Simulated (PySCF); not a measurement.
Energy landscape of H5Si, doublet: collinear hydrogen abstraction from SiH4 by H. Scanned: breaking Si-H distance and forming H-H distance. Other coordinates (H-Si-H angle to the leaving hydrogen, spectator Si-H length) were minimised at B3LYP/def2-SVP.

Method: CCSD on UHF/cc-pVDZ, 5 core orbitals frozen run with PySCF.

Energy in kJ/mol above the lowest grid point; x is the breaking Si-H distance (Å), y the forming H-H distance (Å).

```
y \ x   1.33   1.48   1.60   1.73   1.88   2.07   2.29   2.59   2.96   3.40
-----  -----  -----  -----  -----  -----  -----  -----  -----  -----  -----
2.22    83.8   55.2   63.9   90.9  133.5  192.9  259.3  334.0  388.0  404.2
1.85    91.4   61.4   69.0   94.9  136.0  193.2  255.6  319.5  352.7  358.2
1.55   104.1   70.7   75.4   97.7  133.9  183.0  231.4  269.1  281.6  282.7
1.35   117.9   79.3   79.3   95.6  123.4  159.1  189.1  207.0  211.0  210.7
1.20   132.6   87.2   80.8   89.2  106.5  127.5  142.5  148.9  148.7  147.4
1.08   148.8   95.3   81.5   81.0   87.5   95.8  100.1   99.5   96.5   94.5
0.98   167.8  105.2   83.5   74.1   70.8   68.9   65.6   60.1   55.2   52.6
0.89   192.1  119.6   89.6   71.5   59.3   49.0   39.8   30.7   24.1   21.0
0.81   223.4  140.7  102.7   76.7   57.0   40.0   26.3   14.2    6.4    2.8
0.74   262.9  170.5  125.2   92.5   66.7   44.4   27.1   12.8    3.9    0.0
0.67   320.1  217.6  165.1  125.9   94.5   67.5   47.1   30.7   21.0   16.7
```

Points that lie below all their neighbours on the grid: x = 3.40, y = 0.74 on the edge of the grid (0.0 kJ/mol); x = 1.48, y = 2.22 on the edge of the grid (55.2 kJ/mol). The lowest path on the grid from the first to the second passes x = 1.73, y = 1.08 at 81.0 kJ/mol.
